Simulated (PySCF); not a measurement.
An unknown gives this computed stick spectrum. Computed with PySCF, TDDFT PBE0/def2-SVPD, vertical, gas phase, core orbitals frozen in the response. Geometries: GFN2-xTB, one conformer each.

| state | E (eV) | λ (nm) | f |
| --- | --- | --- | --- |
| S1 | 5.58 | 222.3 | 0.103 |
| S2 | 6.40 | 193.8 | 0.017 |
| S3 | 6.81 | 182.2 | 0.011 |
| S4 | 7.22 | 171.6 | 0.011 |
| S5 | 7.26 | 170.7 | 0.168 |
| S6 | 7.57 | 163.8 | 0.033 |

Triplets computed (Tamm–Dancoff): 3.97, 5.82 eV.

Question: Which candidate is it? All have the formula C4H7N.
A. `CC(C)C#N`
B. `C1N[C@H]1C=C`
C. `N(=C/CC=C)/[H]`

Answer: B. Its S1 lies at 5.58 eV; the nearest of the others has S1 at 5.04 eV. S1 is HOMO→LUMO (93%). Löwdin shares by element: HOMO carbon 41% or more, nitrogen 36% (atoms not listed hold the other 22%); LUMO carbon 78% (atoms not listed hold the other 22%). At the same level the other candidates give, for their lowest levels:
- `CC(C)C#N`: 7.87 eV (f 0.001); 8.19 eV (f 0.003); 8.22 eV (f 0.015); 8.71 eV (f 0.036); 8.80 eV (f 0.026); T1 6.48 eV; HOMO -9.32, LUMO 0.30 eV
- `[H]/N=C\CC=C`: 5.04 eV (f 0.011); 6.61 eV (f 0.005); 6.67 eV (f 0.185); 7.14 eV (f 0.027); 7.48 eV (f 0.059); T1 4.15 eV; HOMO -7.27, LUMO -0.57 eV

Conformer computed: `[CH2:1]=[CH:2][C@H:3]1[CH2:4][NH:5]1`: C1–C2–C3–C4 -41°.
